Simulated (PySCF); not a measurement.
# NO3: the cost of one run

Computed with PySCF 2.14.0, with density-fitted response routines of our own, on a single molecule, in the gas phase or a continuum. Atoms are numbered from 0 throughout.

## Step 1: The starting structure

4 atoms, charge -1, multiplicity 1; geometry from: GFN2-xTB.

Bonds of the start (Å): O0–N1 1.24, N1–O2 1.24, N1–O3 1.24.

## Step 2: Optimising the geometry at PBE0-D3(BJ)/def2-TZVP

What the job is given:

```
{"job": {"xc": "PBE0", "basis": "def2-TZVP", "d3": "d3bj", "grid": 2, "kind": "geom"}, "charge": -1, "multiplicity": 1}
O     -0.155170     1.206510    -0.213740
N      0.000040     0.000040     0.000090
O      1.019600    -0.571690    -0.398800
O     -0.864470    -0.634850     0.612460
```

Q: Estimate the wall time of this first job on 4 threads of Arm Neoverse V1, shared host.

About 28 s.
